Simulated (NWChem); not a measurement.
System: AlCl₃; SMILES [Cl][Al]([Cl])[Cl]

```xyz
4

Al     0.0000     0.0000     0.0023
Cl    -2.0288     0.4541    -0.0001
Cl     1.4076     1.5300    -0.0001
Cl     0.6212    -1.9840    -0.0001
```
Atoms are numbered in this order, from 1.

Results from NWChem. Coordinates come from a PBE0/def2-SVP optimisation. Ions are spin-unrestricted doublets at the neutral geometry; other ion states weren't tried.

Taking PBE/def2-TZVPD as the yardstick, which of these has the fewest basis functions while keeping “vertical ionisation energy, ΔSCF (eV)” within 0.2 eV of it: PBE/STO-3G; PBE/def2-SVPD; PBE/def2-SVP; PBE/def2-TZVP; PBE/def2-TZVPP?

PBE/def2-SVP.
| level | basis functions | vertical ionisation energy, ΔSCF (eV) | relative time (rough) |
|---|---|---|---|
| PBE/STO-3G | 36 | 9.40 | 1 |
| PBE/def2-SVP | 72 | 10.80 | 2 |
| PBE/def2-SVPD | 105 | 10.96 | 5 |
| PBE/def2-TZVP | 148 | 10.85 | 10 |
| PBE/def2-TZVPP | 168 | 10.85 | 20 |
| PBE/def2-TZVPD | 181 | 10.87 | 20 |

The yardstick is one finite set, not the basis-set limit.
